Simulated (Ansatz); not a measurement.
The inner images of a band of AlClH2 + H2 (6 atoms, charge 0, multiplicity 1) are given out of order.

Computed with RKS PBE0-D4/6-31G* in Ansatz 0.2.0.

First end point:

```xyz
6
Properties=species:S:1:pos:R:3
Al 0.002 0.176 0.209
Cl -0.017 0.847 2.214
H 1.411 0.049 -0.498
H -1.398 -0.035 -0.496
H 0.078 -2.250 0.507
H 0.068 -2.052 1.229
```

Last end point:

```xyz
6
Properties=species:S:1:pos:R:3
Al 0.020 -0.443 -0.343
Cl 0.008 -0.068 2.296
H 1.380 0.337 -0.633
H -1.384 0.257 -0.633
H 0.066 -2.025 -0.101
H 0.053 -1.323 2.579
```

Problem. Put them in order from the first end to the last, with their energies above the first end.
A.
```xyz
6
Properties=species:S:1:pos:R:3
Al 0.010 -0.061 0.120
Cl 0.002 0.335 2.262
H 1.412 0.062 -0.610
H -1.399 -0.018 -0.606
H 0.065 -1.990 0.668
H 0.055 -1.594 1.331
```
B.
```xyz
6
Properties=species:S:1:pos:R:3
Al 0.020 -0.424 -0.258
Cl 0.011 -0.033 2.355
H 1.399 0.276 -0.633
H -1.398 0.196 -0.630
H 0.064 -1.971 0.196
H 0.048 -1.309 2.135
```
C.
```xyz
6
Properties=species:S:1:pos:R:3
Al 0.005 0.075 0.183
Cl -0.009 0.590 2.246
H 1.406 0.037 -0.553
H -1.393 -0.045 -0.551
H 0.072 -2.116 0.578
H 0.063 -1.806 1.262
```
D.
```xyz
6
Properties=species:S:1:pos:R:3
Al 0.019 -0.376 -0.140
Cl 0.013 -0.013 2.352
H 1.424 0.178 -0.615
H -1.417 0.101 -0.611
H 0.060 -1.914 0.479
H 0.044 -1.242 1.699
```
E.
```xyz
6
Properties=species:S:1:pos:R:3
Al 0.015 -0.252 -0.012
Cl 0.010 0.142 2.293
H 1.425 0.102 -0.636
H -1.415 0.027 -0.629
H 0.060 -1.898 0.674
H 0.048 -1.386 1.475
```

Solution. C (+4.0 kJ/mol), A (+30.0 kJ/mol), E (+106.0 kJ/mol), D (+147.4 kJ/mol), B (+139.4 kJ/mol).

Run time: 53 s on 1 thread of AMD EPYC 7R43 64-Core Processor (Zen 3) (shared host), peak memory 0.12 GiB.
